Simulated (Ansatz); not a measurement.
# Nudged elastic band run: CH3F2

The input (input.yaml):

```yaml
crystal:
  periodic: [false, false, false]
  atoms:
    - { symbol: H, position_ang: [0.485586, -0.195228, -0.003067] }
    - { symbol: C, position_ang: [-0.516644, 0.243243, -0.16433] }
    - { symbol: F, position_ang: [-1.455499, -0.651422, 0.218525] }
    - { symbol: F, position_ang: [-0.634308, 1.36124, 0.587127] }
    - { symbol: H, position_ang: [2.804704, -1.263536, 0.586506] }
    - { symbol: H, position_ang: [-0.683937, 0.505703, -1.224761] }
magnetization:
  spin_polarized: true
  initial_magnetization: 1
basis:
  gaussian: { orbitals: def2-SVP }
hamiltonian:
  xc: b3lyp
neb:
  order_check: false
  images: 3
  f_tol: 0.05
  max_iterations: 60
  climbing: false
  final_atoms:
    - { symbol: H, position_ang: [1.83887032, -0.81845047, 0.34834013] }
    - { symbol: C, position_ang: [-0.87539416, 0.37705878, -0.08985808] }
    - { symbol: F, position_ang: [-1.88574799, -0.45100455, 0.12376872] }
    - { symbol: F, position_ang: [-1.0698394, 1.55167369, 0.48859007] }
    - { symbol: H, position_ang: [2.54389464, -1.09615237, 0.27082729] }
    - { symbol: H, position_ang: [-0.55188142, 0.43687492, -1.14166814] }
  initial_path:
    images:
      - { positions_ang: [[0.485586, -0.195228, -0.003067], [-0.516644, 0.243243, -0.16433], [-1.455499, -0.651422, 0.218525], [-0.634308, 1.36124, 0.587127], [2.804704, -1.263536, 0.586506], [-0.683937, 0.505703, -1.224761]] }
      - { positions_ang: [[0.68526336, -0.28728453, 0.05057903], [-0.44535769, 0.21212222, -0.15331547], [-1.36771116, -0.68566414, 0.23993134], [-0.55108013, 1.31743166, 0.60673501], [2.27362663, -1.02298998, 0.46785772], [-0.59483901, 0.46638478, -1.21178762]] }
      - { positions_ang: [[0.88494072, -0.37934107, 0.10422506], [-0.37407139, 0.18100144, -0.14230095], [-1.27992333, -0.71990629, 0.26133767], [-0.46785225, 1.27362331, 0.62634302], [1.74254926, -0.78244396, 0.34920944], [-0.50574101, 0.42706655, -1.19881423]] }
      - { positions_ang: [[1.36190552, -0.59889577, 0.2262826], [-0.62473277, 0.27903011, -0.11607952], [-1.58283566, -0.58545542, 0.1925532], [-0.76884583, 1.4126485, 0.55746655], [2.14322195, -0.93929816, 0.31001836], [-0.52881122, 0.43197074, -1.17024119]] }
      - { positions_ang: [[1.83887032, -0.81845047, 0.34834013], [-0.87539416, 0.37705878, -0.08985808], [-1.88574799, -0.45100455, 0.12376872], [-1.0698394, 1.55167369, 0.48859007], [2.54389464, -1.09615237, 0.27082729], [-0.55188142, 0.43687492, -1.14166814]] }
```

Launched with:

```bash
$ ansatz run input.yaml --threads 1 --pin off --max-ram 2048MiB --backend cpu --events-out ev --progress --plain --runs-dir out
```

Output, in part (warnings, iteration lines, the closing report on the highest movable image, with atoms numbered from 0):

```
NEB end point (image 0): max|allowed force component| = 1.309e-2 eV/Å (the criterion of neb.relax_end_points is 1.000e-2)
NEB end point (image 4): max|allowed force component| = 1.349e-2 eV/Å (the criterion of neb.relax_end_points is 1.000e-2)
NEB iter   1: max|band force component| = 2.682e0 eV/Å  barrier→ = 0.2815 eV  barrier← = 0.4452 eV  Δτ_max = 0.1963 Å  (127 SCF iters)
NEB iter   2: max|band force component| = 2.756e0 eV/Å  barrier→ = 0.3549 eV  barrier← = 0.5186 eV  Δτ_max = 0.0982 Å  (90 SCF iters)
NEB iter   3: max|band force component| = 1.417e0 eV/Å  barrier→ = 0.1485 eV  barrier← = 0.3123 eV  Δτ_max = 0.0926 Å  (87 SCF iters)
NEB iter   4: max|band force component| = 3.253e-1 eV/Å  barrier→ = 0.0579 eV  barrier← = 0.2216 eV  Δτ_max = 0.0461 Å  (86 SCF iters)
NEB iter   5: max|band force component| = 1.203e-1 eV/Å  barrier→ = 0.0489 eV  barrier← = 0.2126 eV  Δτ_max = 0.0483 Å  (84 SCF iters)
NEB iter   6: max|band force component| = 5.824e-2 eV/Å  barrier→ = 0.0382 eV  barrier← = 0.2019 eV  Δτ_max = 0.0094 Å  (78 SCF iters)
NEB iter   7: max|band force component| = 6.703e-3 eV/Å  barrier→ = 0.0364 eV  barrier← = 0.2001 eV  Δτ_max = 0.0000 Å  (151 SCF iters)
Total energy: -6511.61790754 eV, -239.2975443689 hartree
Atom 0 at     1.139525    -0.496433     0.162337 Å, force     0.970569    -0.438043     0.207106 eV/Å
Atom 1 at    -0.517635     0.240367    -0.151062 Å, force    -0.222747     0.098188    -0.034994 eV/Å
Atom 2 at    -1.368572    -0.689271     0.253799 Å, force    -0.064048     0.023292     0.013324 eV/Å
Atom 3 at    -0.549065     1.315221     0.620934 Å, force    -0.063415     0.023653     0.013261 eV/Å
Atom 4 at     1.860064    -0.826760     0.342757 Å, force    -0.578737     0.266042    -0.145350 eV/Å
Atom 5 at    -0.564415     0.456877    -1.228765 Å, force    -0.041621     0.026869    -0.053347 eV/Å
Dipole moment:    -0.018790     0.057420    -0.270880 e Å
```

It converged. No image climbed, so the highest image needn't sit at the top of the path. A band with more images between the same ends climbed to 0.26 eV, so this one has probably stepped over the top. So few images can step over the top or miss a turn of the path.

Final band (atoms are numbered from 1 in the order of the input):

```tsv
image	path coordinate (Å)	energy (eV)	H1–C2 (Å)	H1–H5 (Å)
0	0.00	0.000	1.11	2.62
1	0.73	0.026	1.11	1.81
2	1.47	0.036	1.84	0.81
3	2.20	-0.142	2.49	0.76
4	2.93	-0.164	3.00	0.76
```

Time of the run: 26 s on 1 thread of Intel(R) Xeon(R) 6975P-C (Granite Rapids), with other jobs on the host, peak memory 0.14 GiB.
